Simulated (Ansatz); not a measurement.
# H6Si2: the cost of one run

Program: Ansatz 0.2.0. Level of theory: RKS revPBE-D4/def2-SVP. These are calculated values, not measurements.

## 1. The structure to begin with

Bond lengths: Si1–H2 1.460 Å, Si1–H3 1.460 Å, Si1–H4 1.459 Å, Si1–Si5 2.218 Å, Si5–H6 1.460 Å, Si5–H7 1.460 Å, Si5–H8 1.460 Å. Angles: H2–Si1–H3 109.5°, H2–Si1–H4 109.5°, H2–Si1–Si5 109.5°, H3–Si1–H4 109.5°, H3–Si1–Si5 109.5°, H4–Si1–Si5 109.5°, Si1–Si5–H6 109.5°, Si1–Si5–H7 109.5°, Si1–Si5–H8 109.5°, H6–Si5–H7 109.4°, H6–Si5–H8 109.4°, H7–Si5–H8 109.4°.

Structure file:

```xyz
8

Si    0.0000    0.0000    0.0000
H     0.0000    0.0000    1.4600
H     1.3768    0.0000   -0.4862
H    -0.6877    1.1914   -0.4862
Si   -1.0456   -1.8115   -0.7393
H    -1.7029   -2.4846    0.3772
H    -2.0454   -1.4265   -1.7311
H    -0.0777   -2.7173   -1.3511
```

## 2. Relaxing the start

input.yaml reads:

```yaml
crystal:
  periodic: [false, false, false]
  atoms:
    - { symbol: Si, position_ang: [0.0, 0.0, 0.0] }
    - { symbol: H, position_ang: [0.0, 0.0, 1.46] }
    - { symbol: H, position_ang: [1.3768, 0.0, -0.4862] }
    - { symbol: H, position_ang: [-0.6877, 1.1914, -0.4862] }
    - { symbol: Si, position_ang: [-1.0456, -1.8115, -0.7393] }
    - { symbol: H, position_ang: [-1.7029, -2.4846, 0.3772] }
    - { symbol: H, position_ang: [-2.0454, -1.4265, -1.7311] }
    - { symbol: H, position_ang: [-0.0777, -2.7173, -1.3511] }
basis:
  gaussian: { orbitals: def2-SVP }
hamiltonian:
  xc: revpbe
  dispersion: d4
relax:
  f_tol: 0.02
  max_steps: 40
```

The run is started by

```
> ansatz run input.yaml --threads 1 --pin off --max-ram 2048MiB --backend cpu --events-out ev --progress --plain --runs-dir out
```

**Question.** How long does this run take on 1 thread of Arm Neoverse V2, shared host, and how much memory does it need?

About 17 s, with a peak of 0.11 GiB.
